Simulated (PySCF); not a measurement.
Compound: H3NSi (triplet state).
Bonds: N1–Si2. Hydrogens: H3, H4, H5 on Si2.

The species is `[N][SiH3]` [triplet].

Method used: UKS B3LYP, pcH-1 on H N Si, non-relativistic, mean-field spin-orbit, GIAO (PySCF). Geometry: GFN2-xTB; no solvent, vibrations or thermal averaging. Couplings are sensitive to structure, and on GFN2-xTB geometries they can be far from those on DFT ones.

What is the g tensor, term by term?

| Δg (ppm) | 1 | 2 | 3 |
| --- | --- | --- | --- |
| relativistic mass correction | -187 | -187 | -187 |
| gauge correction | 43 | 10 | 10 |
| orbital Zeeman/spin–orbit | -43 | 2709 | 2709 |
| total | -187 | 2532 | 2532 |

So g = 2.00213, 2.00485, 2.00485 and g_iso = 2.00395; the tensor is axial. Axes: g1 points within 1° of the N1–Si2 bond. With S = 1 there is also a zero-field splitting, D = +1.50 cm⁻¹, to set against the quantum of 0.317 cm⁻¹ at 9.5 GHz.

What effective moment and Curie constant follow for a powder at temperatures where kT is far above the zero-field splitting?

With the mean of g² = 4.0158 and S(S+1) = 2.00: μ_eff = √(⟨g²⟩S(S+1)) = 2.834 μB and χT = 0.12505·⟨g²⟩·S(S+1) = 1.004 cm³ K/mol (cgs; spin-Hamiltonian part alone).

At 9.578 GHz, how far is the centre of the isotropic spectrum from where a free electron (g = 2.002319) resonates, zero-field splitting left aside?

B = hν/(g μB) with μB/h = 13.99624 MHz/mT gives 341.77 mT for the free electron and 341.49 mT at g_iso, 0.28 mT lower.

What are the electron Larmor frequencies g μB B/h along the three axes at 3350 mT?

93.8748, 94.0023, 94.0023 GHz for g1, g2 and g3, a range of 127.5 MHz.

The largest Mulliken spin populations are on N1 (+1.84), Si2 (-0.10), H5 (+0.09) and H4 (+0.09). N1 is the only atom above +0.15.

The HOMO–LUMO gaps are 9.14 eV among the α and 4.63 eV among the β orbitals.
